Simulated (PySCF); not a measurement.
Dipole moment and polarisability of 2-methyl-1,4-pentadiene

2-methyl-1,4-pentadiene, C6H10.
SMILES with atom numbers: `[CH2:1]=[CH:2][CH2:3][C:4](=[CH2:5])[CH3:6]` (hydrogens: H7, H8 on C1; H9 on C2; H10, H11 on C3; H12, H13 on C5; H14, H15, H16 on C6)

Cartesian coordinates in Å at the PBE0-D3(BJ)/def2-SVP level; atoms count from 1:
```xyz
16
C6H10 angstrom
C      2.3871   -0.8168    0.3017
C      1.5044    0.1823    0.3232
C      0.4713    0.4585   -0.7299
C     -0.9389    0.3699   -0.1933
C     -1.7246    1.4493   -0.1117
C     -1.3865   -0.9902    0.2478
H      2.4205   -1.5284   -0.5302
H      3.1117   -0.9589    1.1079
H      1.4984    0.8717    1.1772
H      0.5981   -0.2589   -1.5599
H      0.6336    1.4678   -1.1437
H     -2.7417    1.3855    0.2852
H     -1.3777    2.4327   -0.4423
H     -1.3683   -1.6986   -0.5981
H     -2.4042   -0.9727    0.6613
H     -0.7033   -1.4000    1.0096
```

Level: B3LYP/def2-SVPD (PySCF), static field, nuclei fixed, core orbitals frozen in the response. The polarisability tensor in these axes (au):

```
x    87.73 -16.25   0.82
y   -16.25  81.82  -1.42
z     0.82  -1.42  60.49
```

**Question.** Diagonalise the tensor; give its mean and Δα, where Δα² is half the sum of the squared differences of the eigenvalues.

**Answer.** Principal values 60.40, 68.30 and 101.35 au; mean 76.68 au = 11.36 Å³ = 12.64 × 10⁻⁴⁰ C²·m²/J; Δα = 37.63 au (49 % of the mean).

**Question.** What is the dipole moment, and where does it point?

**Answer.** (0.05, -0.26, -0.07) D, 0.28 D in size, pointing from the negative to the positive side. Measured along this direction, the outermost atoms are H13 at the negative end and H7 at the positive end.

**Question.** What are the principal values of the traceless quadrupole moment, Θ = ½Σq(3rr − r²1), about the centre of nuclear charge?

**Answer.** -0.91, -0.62, 1.53 D·Å. The values depend on the origin, since the dipole doesn't vanish. The electronic extent ⟨r²⟩ about the same centre is 723 bohr², a root-mean-square distance of 2.10 Å for the 46 electrons.

**Question.** What depolarisation ratio follows for Rayleigh scattering of linearly polarised light, taking the static tensor?

**Answer.** ρ = 3Δα²/(45ᾱ² + 4Δα²) = 4248.7/(264612 + 5665.0) = 0.0157.

**Question.** Find the Langevin capture rate constant for NH4+ (18.034 u) meeting this molecule (82.078 u), k = 2.342 × 10⁻⁹ cm³/s × √(α in Å³ / reduced mass in u).

**Answer.** The reduced mass is 14.79 u, so k = 2.05 × 10⁻⁹ cm³/s.

Geometry: PBE0-D3(BJ)/def2-SVP, one conformer, isolated molecule.
